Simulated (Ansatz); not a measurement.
# Structure relaxation of Pt

Theory: Ansatz 0.2.0, DFT r2SCAN, scalar-relativistic, plane waves, PAW. Cutoff 500 eV, Γ-centred k mesh, Gaussian smearing, no spin polarisation in the final step.

Pt was placed on the diamond structure type (Fd-3m, No. 227), at a guessed volume.

```xyz
2
Lattice="0.0000 2.6240 2.6240 2.6240 0.0000 2.6240 2.6240 2.6240 0.0000" Properties=species:S:1:pos:R:3 pbc="T T T"
Pt    2.6240    2.6240    2.6240
Pt    3.9360    3.9360    3.9360
```

Steps on the 6×6×6 mesh (2 atoms). 6 of 6 steps are shown, and the free energy counts from the last. Trial steps that were taken back and renewals of the plane-wave basis can be among the rows.

```csv
step,ΔF (meV/atom),V (Å³/atom),P (GPa)
1,852.8,18.07,65.95
2,150.7,20.84,20.74
3,22.5,22.42,6.50
4,3.0,23.58,-0.66
5,2.7,23.46,0.00
6,0.0,23.46,0.01
```

A final relaxation ran on a 16×16×16 mesh. The relaxed crystal, Fd-3m (No. 227):

```cif
data_structure
_symmetry_space_group_name_H-M 'Fd-3m:1'
_symmetry_Int_Tables_number 227
_cell_length_a 5.7199
_cell_length_b 5.7199
_cell_length_c 5.7199
_cell_angle_alpha 90.000
_cell_angle_beta 90.000
_cell_angle_gamma 90.000
_cell_volume 187.14
loop_
_atom_site_label
_atom_site_type_symbol
_atom_site_symmetry_multiplicity
_atom_site_Wyckoff_symbol
_atom_site_fract_x
_atom_site_fract_y
_atom_site_fract_z
_atom_site_occupancy
Pt1 Pt 8 a 0.50000 0.00000 0.50000 1
```

* Volume per atom: 23.39 Å³
* Density: 13.85 g/cm³
* Energy over the standard structure: 1.13 eV/atom
* Gap on the 16×16×16 mesh: 0 eV (a metal)

Energies count from the standard state of Pt at the same level.

The final run used a 16×16×16 mesh on its 2-atom cell and 0.10 eV smearing. The k mesh leaves about 4 meV/atom of noise in metals. Spin–orbit coupling is left out.

Symmetry constrained the relaxation, so the result can be a saddle point.